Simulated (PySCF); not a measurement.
# The bond of NaC, level by level

What are the lowest state that PBE0 finds, the bond length, vibrational wavenumber and bond energy of NaC, and how much do these hang on the method?

The runs use PySCF 2.14.0; Na aug-pcseg-1, C aug-pcseg-1, no relativity.

## 1. The job

The job is set up so:

```json
{
 "atoms": "Na, C",
 "charge": "0",
 "basis": "Na aug-pcseg-1, C aug-pcseg-1",
 "Hamiltonian": "no relativity",
 "basis functions": "37",
 "electrons treated": "17",
 "masses in u": "22.9898, 12.0000",
 "levels": "PBE0, PBE, r²SCAN, TPSSh, MN15, B2PLYP, HF, MP2, SCS-MP2, CCSD, CCSD(T)",
 "grid": "80 radial by 434 angular points",
 "occupations": "held fixed by the projection of orbital angular momentum",
 "dissociation limit": "Na + C, each in its ground configuration",
 "starting distance in angstrom": "2.285",
 "values of 2S to try": "1, 3"
}
```

Run with:

```
$ OMP_NUM_THREADS=1 python dia.py task.json out
```

After this run come: First curve: PBE0; Higher solutions at PBE0; PBE; r²SCAN (meta-GGA); TPSSh; MN15 (hybrid meta-GGA); B2PLYP; UHF (mean field); MP2 and coupled cluster.

Before running it: what results should come out? Wanted: for each run, Re; ωe; De; μ.

**Answer**, as computed:

Lowest PBE0 solution found, without spin–orbit coupling: ⁴Σ⁻ (quartet), unpaired electrons σ ↑, π ↑↑. State 2 has its PBE0 minimum 0.71 eV higher, as a spin-mixed determinant (⟨S²⟩ = 1.76), so this is no gap between pure states. State 3 has its PBE0 minimum 0.73 eV higher, as a spin-mixed determinant (⟨S²⟩ = 1.76), so this is no gap between pure states. State 4 has its PBE0 minimum 1.26 eV higher. The other levels ran on the lowest alone.

| level | Re (Å) | ωe (cm⁻¹) | De (eV) | μ (D) |
| --- | --- | --- | --- | --- |
| UHF | 2.266 | 444 | 1.34 | -8.76 |
| UHF-MP2 | 2.280 | 425 | 1.93 | n/a |
| UHF-SCS-MP2 | 2.276 | 429 | 1.69 | n/a |
| UHF-CCSD | 2.284 | 420 | 1.83 | n/a |
| UHF-CCSD(T) | 2.288 | 417 | 1.86 | n/a |
| PBE | 2.276 | 403 | 2.14 | -7.17 |
| r²SCAN | 2.263 | 425 | 2.21 | -7.82 |
| TPSSh | 2.267 | 418 | 2.13 | -7.70 |
| PBE0 | 2.256 | 426 | 2.03 | -7.78 |
| MN15 | 2.272 | 412 | 1.99 | -8.07 |
| B2PLYP | 2.262 | 424 | 1.82 | -8.17 |

De is counted to Na + C in their ground configurations. A positive dipole means Na(−)C(+).

Differences from CCSD(T) in the same basis:

| level | Re (mÅ) | ωe (%) |
| --- | --- | --- |
| UHF | -22 | +6.6 |
| UHF-MP2 | -7 | +1.9 |
| UHF-SCS-MP2 | -12 | +2.8 |
| UHF-CCSD | -4 | +0.9 |
| PBE | -11 | -3.2 |
| r²SCAN | -25 | +1.8 |
| TPSSh | -21 | +0.3 |
| PBE0 | -32 | +2.1 |
| MN15 | -16 | -1.1 |
| B2PLYP | -25 | +1.8 |

In words: Against CCSD(T) in the same basis, the bond length is nearest at UHF-CCSD (-4 mÅ) and farthest at PBE0 (-32 mÅ); the wavenumber is nearest at TPSSh (+0.3 %) and farthest at UHF (+6.6 %). Hartree–Fock makes the bond too short and too stiff against this reference, as it mostly does. CCSD(T) in a basis this small is itself some way from its limit, more so than the functionals. Among the levels with a De in the table, it runs from 1.34 eV (UHF) to 2.21 eV (r²SCAN).

Correlated steps freeze 2 core orbitals. B2PLYP dipoles, levels and charges come from its SCF part alone.
